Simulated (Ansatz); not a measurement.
One change: `F/C=C/Cl` becomes `FC=C(Cl)Cl`.

Ansatz, PBE0-D4/def2-TZVP geometries, multiplicity 1. 

```
                                                                                  property  `F/C=C/Cl`
                                            size of the dipole moment (PBE/def2-TZVPP) / D        0.15
                                                     HOMO energy (ωB97M-V/def2-TZVPP) / eV       -9.62
ideal-gas entropy at 298 K and 1 bar (rigid rotor, harmonic PBE0-D4/def2-TZVP) / J/(mol·K)         284
                                                       HOMO energy (B3LYP/def2-TZVPP) / eV       -7.20
                                                      HOMO–LUMO gap (PBE0/def2-TZVPP) / eV        7.24
                                                     LUMO energy (ωB97M-V/def2-TZVPP) / eV        1.99
```

Question: What does the change do to each property? (Estimate.)

Answer: Ansatz gave: 
```
                                                                                  property  `FC=C(Cl)Cl`  shift
                                            size of the dipole moment (PBE/def2-TZVPP) / D          1.00   0.85
                                                     HOMO energy (ωB97M-V/def2-TZVPP) / eV         -9.56   0.06
ideal-gas entropy at 298 K and 1 bar (rigid rotor, harmonic PBE0-D4/def2-TZVP) / J/(mol·K)           314     30
                                                       HOMO energy (B3LYP/def2-TZVPP) / eV         -7.17   0.03
                                                      HOMO–LUMO gap (PBE0/def2-TZVPP) / eV          6.96  -0.28
                                                     LUMO energy (ωB97M-V/def2-TZVPP) / eV          1.75  -0.24
```

Dipoles are sizes alone; their direction can turn.

B3LYP here is the variant with VWN-RPA as its local correlation; programs differ in this.
